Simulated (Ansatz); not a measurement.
## Pyrite PtSb2

Method: PBEsol in Ansatz (PAW).

Numerical settings: plane-wave cutoff 500 eV, 6×6×6 k mesh, gaussian smearing 0.02 eV, scalar-relativistic PAW data made under PBE.

Cell: relaxed at this level.

- volume per atom = 22.50 Å³/atom
- lattice constant a = 6.463 Å
- band gap = none

Measured, for comparison: band gap 0.11 eV (low temperature, zero-point motion not removed; as tabulated in Saeed et al. (2013), arXiv:1402.4256); equilibrium volume per atom 22.26 Å³/atom, lattice constant a 6.44 Å (temperature not stated, not corrected to a static lattice; as tabulated in Saeed et al. (2013), arXiv:1402.4256). Computed (rounded) less measured: equilibrium volume per atom +1.1 %, lattice constant a +0.4 %.

Spin–orbit coupling is not included.

The computed numbers hold no vibrational or temperature effects.

Ansatz is a first-principles code.
